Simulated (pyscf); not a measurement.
Thermochemistry of product channels of `[CH3][CH2][O][Mg][OH]` on the singlet surface, in eV, from ωB97M-D3(BJ)/def2-TZVP energies (ideal gas, 1 atm, RRHO with modes under 100 cm⁻¹ raised to 100, one conformer, R ln 2 for chiral ones without a mode under 150 cm⁻¹). Optimised with ωB97X-D3(BJ)/def2-SVP in PySCF.

```csv
products,ΔE,ΔH(298 K),ΔG(900 K),ΔG(1200 K)
`[OH][Mg][OH]` + `[CH2]=[CH2]`,+0.70,+0.57,-0.81,-1.27
`[CH3][Mg][OH]` + `[CH2]=[O]`,+2.01,+1.82,+0.43,-0.02
```

The channel to HO–Mg–OH + H₂C=CH₂ turns favourable between 298 and 1200 K (ΔG from +0.12 eV to -1.27 eV).

These are energies of the channels, which say nothing of barriers.
